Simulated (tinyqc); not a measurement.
Inside a calculation. Method: extended Hueckel theory, for BH3. One step of it, computed by the program tinyqc.

Problem. Wolfsberg-Helmholz matrix. H_ij = K' S_ij (H_ii + H_jj)/2 for i != j (the diagonal keeps H_ii), with K' = 2.

overlap S, lower triangle:
```
           1B 2s     1B 2px     1B 2py     1B 2pz     2H 1s     3H 1s     4H 1s
1B 2s   1.000000
1B 2px  0.000000   1.000000
1B 2py  0.000000   0.000000   1.000000
1B 2pz  0.000000   0.000000   0.000000   1.000000
2H 1s   0.478015   0.525212   0.000000  -0.005196  1.000000
3H 1s   0.478324  -0.262637   0.455064  -0.005201  0.086332  1.000000
4H 1s   0.478324  -0.262637  -0.455064  -0.005201  0.086332  0.086377  1.000000
```

diagonal H_ii (eV): 1B 2s -15.200000, 1B 2px -8.500000, 1B 2py -8.500000, 1B 2pz -8.500000, 2H 1s -13.600000, 3H 1s -13.600000, 4H 1s -13.600000

K = 2.000000

Give: H.

Solution.

H (eV), lower triangle:
```
           1B 2s    1B 2px    1B 2py   1B 2pz     2H 1s     3H 1s     4H 1s
1B 2s   -15.2000
1B 2px    0.0000   -8.5000
1B 2py    0.0000    0.0000   -8.5000
1B 2pz    0.0000    0.0000    0.0000  -8.5000
2H 1s   -13.7668  -11.6072    0.0000   0.1148  -13.6000
3H 1s   -13.7757    5.8043  -10.0569   0.1149   -2.3482  -13.6000
4H 1s   -13.7757    5.8043   10.0569   0.1149   -2.3482   -2.3495  -13.6000
```
